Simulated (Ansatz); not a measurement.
A calculation on zinc-blende HgTe returned lattice constant a 6.519 Å, bulk modulus 44.9 GPa, cohesive energy 1.53 eV/atom.

For reference: lattice constant a 6.46 Å (measured, room temperature, no zero-point or thermal correction; as tabulated in Cava et al. (2013), arXiv:1302.1059); bulk modulus 42.3 GPa (measured, temperature not stated, not corrected to a static lattice; as tabulated in Toher et al. (2017), arXiv:1611.05714).

Which level of theory produced these numbers?
(A) r²SCAN0 (Ansatz, an electronic-structure program)
(B) LDA (Ansatz)
(C) B3LYP (VWN-RPA form) (Ansatz)
(D) r²SCAN+rVV10 (Ansatz)

A, r²SCAN0 (Ansatz)

The others give: r²SCAN+rVV10 6.526 Å, 43.3 GPa, 1.78 eV/atom; LDA 6.435 Å, 47.5 GPa, 2.26 eV/atom; B3LYP (VWN-RPA form) 6.710 Å, 33.3 GPa, 1.13 eV/atom.

Unless a cell is named, each level is at its own relaxed cell (B3LYP (VWN-RPA form) 37.77, LDA 33.30, r²SCAN+rVV10 34.74, r²SCAN0 34.63 Å³/atom).

Caveats: the cell is over a tenth larger than the published one: the level's own overestimate first of all, though another phase or state, or a fault of the published cell, is possible (B3LYP (VWN-RPA form)). Ansatz's density-functional and Hartree–Fock values are scalar-relativistic unless marked +SOC, with PAW data made under PBE.
